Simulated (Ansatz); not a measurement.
CH3N (methanimine): from two basis sets to a third

CH3N has 5 atoms, charge 0, and is taken as a singlet. SMILES: `C=N`. The shape is that of a PBE0-D4/def2-TZVP optimisation.

MP2 correlation energies, 2 core orbitals frozen (Ansatz 0.2.0):

```
     basis  X  correlation energy (Eh)
cc-pVDZ-DK  2                -0.300848
cc-pVTZ-DK  3                -0.370801
cc-pVQZ-DK  4                        ?
```

Task: Take E(X) = E∞ + A/X³, fix the two constants on the known rows and predict the third.

Result: 
1. A = (-0.300848 − (-0.370801))/(1/8 − 1/27) = 0.79526 Eh.
2. E∞ = -0.370801 − 0.79526/27 = -0.400255 Eh.
3. X = 4: -0.400255 + 0.79526/64 = -0.387829 Eh.

The run gave -0.395216 Eh, so the prediction is off by +7.4 mEh, 30 % of the last step. The small sets lie short of the range where X⁻³ holds, so the true step is larger than predicted.
